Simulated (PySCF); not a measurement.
Values are calculated unless marked as measured or tabulated.
A vibrational averaging run on acrylamide, C3H5NO, SMILES C=CC(N)=O. A sound run at B3LYP/pcSseg-1 gave B0 = 10649, 4169, 2999 MHz, harmonic ZPE 17213 cm⁻¹, lowest mode 115 cm⁻¹ and averaged shieldings 37.20, 39.45, 8.51, 136.85, -91.58, 25.18, 24.28, 25.17, 26.70, 26.57 ppm.

Input of the run in question:

```
{"job": {"xc": "B3LYP", "basis": "pcSseg-1", "grid": 2, "temperatures": [300, 350], "delta": 3.0, "kind": "iso"}, "charge": 0, "multiplicity": 1}
C     -1.439807     0.932728     0.596209
C     -0.339731     0.629477    -0.086129
C      0.345740    -0.689119     0.102825
N      1.463614    -0.860833    -0.665249
O     -0.052950    -1.545188     0.875500
H     -1.947382     1.885410     0.469301
H     -1.852048     0.215830     1.303403
H      0.086258     1.336236    -0.798334
H      1.973142    -1.729933    -0.583350
H      1.798695    -0.155990    -1.304287
```

Command: OMP_NUM_THREADS=1 python ens_run.py task.json out

Output:

```
parent
  Be/MHz 10707.63 4208.882 3021.293
  B0/MHz 10625.563 4167.176 2996.333
  ZPE/cm-1 17213.0
  <sigma>(0 K)/ppm 36.801 39.251 9.661 131.024 -84.280 25.129 24.232 25.132 26.285 26.102
2H at atom 7
  Be/MHz 10062.91 4184.544 2955.524
  B0/MHz 9984.285 4143.235 2931.336
  ZPE/cm-1 16516.8
  <sigma>(0 K)/ppm 36.886 39.765 9.713 130.861 -83.895 25.120 24.227 25.221 26.274 26.099
```

What is doubtful here, and how much did it matter?

The setting at fault: displacement step far too large, higher-order terms enter. The isotope effects on the shieldings at 0 K read 85, 514, 52, -163, 384, -9, -6, 88, -12, -3 ppb against 150, 408, 31, 37, 140, 2, 8, 87, -1, 0 ppb in the sound run, and B0 − Be of the smallest constant -25 against -22.4 MHz.
